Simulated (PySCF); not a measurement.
Molecule: 3-methyl-1-butene (SMILES C=CC(C)C).

Cartesian coordinates in Å; atom numbers follow the order of the lines, from 1:
```xyz
15

C     2.262   -0.117   -0.225
C     1.066   -0.233    0.352
C    -0.248    0.129   -0.277
C    -0.936    1.243    0.512
C    -1.149   -1.100   -0.394
H     2.368    0.269   -1.244
H     3.180   -0.402    0.296
H     1.004   -0.625    1.377
H    -0.042    0.504   -1.296
H    -0.303    2.141    0.571
H    -1.892    1.527    0.043
H    -1.155    0.917    1.542
H    -1.376   -1.517    0.602
H    -0.670   -1.892   -0.988
H    -2.108   -0.844   -0.872
```

Geometry PBE0-D3(BJ)/def2-SVP throughout; GIAO in PySCF 2.14, gas phase, one conformer, non-relativistic; equivalent atoms averaged; basis pcSseg-1.

(1) How do the shifts δ (against TMS at the same level) depend on the functional? (ppm; last column core-seconds on shared hosts with different chips, so compare them loosely; the GGAs took longer than the global hybrids here, which isn't the general rule, and the cause wasn't traced)

(2) Which nucleus moves most, in ppm?

## Answers

(1) 
```tsv
functional	kind	C2	C1	C3	C4/C5	H8	H6	H7	H9	H10/H11/H12/H13/H14/H15	core-s
HF	Hartree–Fock	155.2	119.6	31.9	24.0	5.72	5.27	5.08	1.76	1.00	4.8
LDA	LDA	162.6	123.2	42.0	25.1	5.92	5.39	5.16	2.14	0.99	14
PBE	GGA	154.9	117.3	41.2	25.3	5.80	5.26	5.06	2.07	1.00	18
BLYP	GGA	156.0	116.5	42.7	26.1	5.72	5.15	4.93	2.03	1.02	18
BP86	GGA	154.8	117.3	41.1	25.5	5.80	5.25	5.05	2.07	1.01	18
OPBE	GGA	146.9	113.2	38.3	24.0	5.80	5.28	5.16	2.10	0.98	18
KT2	GGA	145.6	110.2	40.7	25.1	5.63	5.13	4.90	2.04	1.01	18
KT3	GGA	142.9	108.3	40.1	24.8	5.58	5.07	4.90	2.02	1.00	18
B97-D	GGA	149.6	113.0	40.6	25.5	5.71	5.16	4.96	2.04	1.04	18
B3LYP	global hybrid	157.1	118.8	40.1	25.6	5.73	5.20	5.00	1.98	1.01	12
PBE0	global hybrid	155.9	119.7	38.2	24.8	5.80	5.31	5.13	2.00	0.99	10
mPW1PW91	global hybrid	155.6	119.7	38.0	24.8	5.77	5.29	5.12	1.98	0.99	12
WP04	global hybrid	152.9	118.3	40.1	25.2	5.46	4.97	4.85	1.93	0.98	10
B97-2	global hybrid	152.1	116.7	38.1	24.8	5.74	5.24	5.07	1.99	1.00	9.3
BHandHLYP	global hybrid	157.5	120.6	36.9	24.9	5.72	5.24	5.04	1.90	1.00	7.6
CAM-B3LYP	range-separated hybrid	159.5	121.8	38.2	25.0	5.76	5.27	5.07	1.94	1.00	10
wB97X-D	range-separated hybrid	156.4	120.6	37.1	24.9	5.79	5.31	5.12	1.94	1.00	9.7
LC-wPBE	range-separated hybrid	159.2	125.0	34.6	23.6	5.84	5.42	5.27	1.93	0.97	14
```

(2) C2 (alkene CH): from 142.9 ppm with KT3 to 162.6 ppm with LDA. The smallest spread is 0.07 ppm, at H10/H11/H12/H13/H14/H15. Proton shifts span only some 12 ppm, so a few tenths of a ppm matter as much there as several ppm in carbon.
